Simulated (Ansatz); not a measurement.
bcc W was calculated with PBE+SOC in Ansatz (plane waves, PAW).

Numerical settings: plane-wave cutoff 520 eV, 24×24×24 k mesh, Fermi–Dirac smearing 0.05 eV, PAW data made under PBE.

Cell (relaxed at this level):

```cif
data_W
_chemical_formula_sum 'W1'
_space_group_name_H-M_alt 'P 1'
_space_group_IT_number 1
_cell_length_a 2.75834
_cell_length_b 2.75834
_cell_length_c 2.75834
_cell_angle_alpha 109.471
_cell_angle_beta 109.471
_cell_angle_gamma 109.471
loop_
_space_group_symop_operation_xyz
  'x, y, z'
loop_
_atom_site_label
_atom_site_type_symbol
_atom_site_fract_x
_atom_site_fract_y
_atom_site_fract_z
_atom_site_occupancy
W1 W 0.00000 0.00000 0.00000 1
```

Q: Predict the bulk modulus B0 and pressure derivative B′ of the bulk modulus.

A: 
- bulk modulus B0: 301 GPa
- pressure derivative B′ of the bulk modulus: 4.2

The run finds no gap.

Measured, for comparison: bulk modulus 312 GPa (zero-point energy and finite temperature contributions removed, our sources range from 300 to 328; as tabulated in doi:10.1021/acs.jctc.3c00612). Computed (rounded) less measured: bulk modulus -4 % (inside the range of the sources held).

The computed numbers hold no vibrational or temperature effects.

The result took about 4 core-minutes (a rough figure).

Ansatz is a quantum-chemistry and plane-wave program.
